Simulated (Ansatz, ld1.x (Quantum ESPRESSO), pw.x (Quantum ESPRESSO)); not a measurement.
# Equation-of-state test of one TM potential (Rh)

Rh (Z = 45), norm-conserving Troullier–Martins (Kleinman–Bylander form), made with ld1.x (Quantum ESPRESSO) 7.5 (PBEsol, scalar-relativistic). Core [Kr], reference 4d8 5s1 5p0. Waves: 5p (bound, empty): rc 2.80 bohr; 4d (bound): rc 1.94 bohr; 5s (bound): rc 2.04 bohr. Local part: the s channel. Core correction: none.

Crystal test: bcc Rh in pw.x 7.5, no spin, 15³ k-points, Fermi–Dirac smearing 0.01 Ry, cutoffs 75/300 Ry. The reference is all-electron LAPW (Ansatz 0.2.0) with the same functional, mesh and smearing; V0 and B0 come from Birch–Murnaghan fits to the pressures at five volumes. Errors are pseudo minus all-electron; Δ is the rms difference of the E(V) curves that follow from these fits, minima aligned, over ±6 % about the mean V0. Mesh and smearing are coarse, so the numbers serve the comparison and aren't converged zero-temperature values; the lattice is a test structure that the element need not adopt.

All-electron: a0 = 3.032 Å (V0 = 13.94 Å³/atom), B0 = 264.3 GPa.

Q: How far does the potential miss the all-electron equation of state?

A: mean pressure error (GPa): +16.87. The pressure does not cross zero within the volumes sampled, so no fit is given. The largest radius (2.80 bohr) exceeds half the bond length (2.48 bohr), so the spheres overlap, which is one possible source of error among others. This is a poor potential for the solid.

```
V (Å³/atom)  P all-electron (GPa)  P pseudo (GPa)
     13.245                 15.36           35.80
     13.593                  7.06           25.50
     13.942                 -0.07           16.60
     14.291                 -6.19            8.90
     14.639                -11.44            2.26
```

Q: At the middle volume, how do free energy and pressure move when the wave cutoff is lowered (ecutrho kept at four times it)?

A:

| cutoff (Ry) | shift of F (meV/atom) | shift of P (GPa) |
| --- | --- | --- |
| 34 | +3347.9 | -184.53 |
| 45 | +242.3 | -23.31 |
| 60 | +4.6 | +0.24 |

Input at the middle volume:

```
&control
  calculation='scf', prefix='x', pseudo_dir='./', outdir='./tmp', tstress=.true., disk_io='none'
/
&system
  ibrav=0, nat=1, ntyp=1, ecutwfc=75, ecutrho=300, nbnd=12,
  occupations='smearing', smearing='fd', degauss=0.01
/
&electrons
  conv_thr=1e-09, mixing_beta=0.4, electron_maxstep=70
/
ATOMIC_SPECIES
Rh 1.0 Rh.UPF
CELL_PARAMETERS angstrom
  -1.51619489 1.51619489 1.51619489
  1.51619489 -1.51619489 1.51619489
  1.51619489 1.51619489 -1.51619489
ATOMIC_POSITIONS crystal
Rh 0.0000 0.0000 0.0000
K_POINTS automatic
15 15 15 0 0 0
```

```bash
pw.x < Rh.scf.in > Rh.scf.out
```

Lines of the output:

```
Message from routine setup:
     using ibrav=0 with symmetry is DISCOURAGED, use correct ibrav instead
     lattice parameter (alat)  =       4.9627  a.u.
     unit-cell volume          =      94.0853 (a.u.)^3
     number of electrons       =         9.00
     number of Kohn-Sham states=           12
     kinetic-energy cutoff     =      75.0000  Ry
     charge density cutoff     =     300.0000  Ry
     scf convergence threshold =      1.0E-09
     Exchange-correlation= PBESOL
     number of k points=   120  Fermi-Dirac smearing, width (Ry)=  0.0100
     iteration #  1     ecut=    75.00 Ry     beta= 0.40
     total energy              =     -44.30330333 Ry
     estimated scf accuracy    <       0.08694865 Ry
     iteration #  2     ecut=    75.00 Ry     beta= 0.40
     total energy              =     -44.31354480 Ry
     estimated scf accuracy    <       0.00274685 Ry
     iteration #  3     ecut=    75.00 Ry     beta= 0.40
     total energy              =     -44.31403640 Ry
     estimated scf accuracy    <       0.00020890 Ry
     iteration #  4     ecut=    75.00 Ry     beta= 0.40
     total energy              =     -44.31404144 Ry
     estimated scf accuracy    <       0.00000242 Ry
     iteration #  5     ecut=    75.00 Ry     beta= 0.40
     total energy              =     -44.31404187 Ry
     estimated scf accuracy    <       0.00000006 Ry
     iteration #  6     ecut=    75.00 Ry     beta= 0.40
     total energy              =     -44.31404187 Ry
     estimated scf accuracy    <          1.3E-09 Ry
     iteration #  7     ecut=    75.00 Ry     beta= 0.40
     the Fermi energy is    15.8982 ev
!    total energy              =     -44.31404187 Ry
     estimated scf accuracy    <          2.5E-11 Ry
     smearing contrib. (-TS)   =      -0.00868676 Ry
     The total energy is F=E-TS. E is the sum of the following terms:
     one-electron contribution =      11.32299179 Ry
     hartree contribution      =       4.02493633 Ry
     xc contribution           =      -8.21208892 Ry
     ewald contribution        =     -51.44119432 Ry
     convergence has been achieved in   7 iterations
          total   stress  (Ry/bohr**3)                   (kbar)     P=      165.98
     Message from routine punch:
     Nothing written, as per user request (disk_io='none')
```

The run at the middle volume (120 k-points, 7 iterations) took about 26 s on one core of a shared host (Neoverse-N1, 64 threads, 498 GiB, load 27).
